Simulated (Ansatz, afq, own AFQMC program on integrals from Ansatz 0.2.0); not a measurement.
# MnCH₂, octet: AFQMC among the cluster methods

```json
{"atom": "Mn", "x (Å)": "0.0000", "y (Å)": "0.0000", "z (Å)": "0.4282"}
{"atom": "C", "x (Å)": "0.0000", "y (Å)": "0.0000", "z (Å)": "-1.5852"}
{"atom": "H", "x (Å)": "0.0000", "y (Å)": "0.8905", "z (Å)": "-2.2238"}
{"atom": "H", "x (Å)": "0.0000", "y (Å)": "-0.8905", "z (Å)": "-2.2238"}
```

Connectivity, by distances: Mn–CH2.

Basis def2-SVP. Noble-gas cores (and the filled d shells of Ga–Kr and In–Xe) are frozen. Ansatz 0.2.0 and our own AFQMC program on the same integrals; the CISD trial comes from CCSD amplitudes, and released means the phaseless constraint is let go. ± is one standard error of the sampling. The metal's outer-core s and p shells are frozen, which shifts wave-function levels against functionals.

Determinant: UHF, the one that the program's search chose, which needn't be the lowest solution. The geometry is a PBE0/def2-TZVP stationary point of this or a neighbouring charge and spin state.

No full CI on the walks' own integrals is used here; CCSDT(Q) serves as the reference and is uncertain by about the last step of the cluster series.

Cautions: no relativity below Rb; outer-core shells of the metal frozen; another spin lies lower; the released energies are still falling, so no released level is given (meV from the phaseless value at times in 1/Eh: -4.2 ± 2.3 at 0.24, -5.9 ± 1.8 at 0.60, -3.5 ± 1.8 at 1.20, -6.1 ± 2.0 at 1.80, -10.3 ± 2.2 at 2.60).

* T1 diagnostic: 0.0142
* weight of the determinant in the CISD state: 0.916
* ⟨S²⟩ of the determinant: 15.758
* size of the correlated space: 13 electrons in 45 orbitals

Reference: CCSDT(Q), correlation energy -5.948 eV.

```csv
level,E − E(reference) (kJ/mol),share of correlation (%)
HF,573.9,0.00
MP2,82.4,85.65
CCSD,14.7,97.43
CCSD(T),2.3,99.59
CCSDT,0.5,99.92
ph-AFQMC/CISD,0.5 ± 0.3,99.91
```

A walk keeps the symmetry of its determinant, which the program's search chose and which needn't be the lowest solution, so a lower state of the same spin and another symmetry isn't excluded.
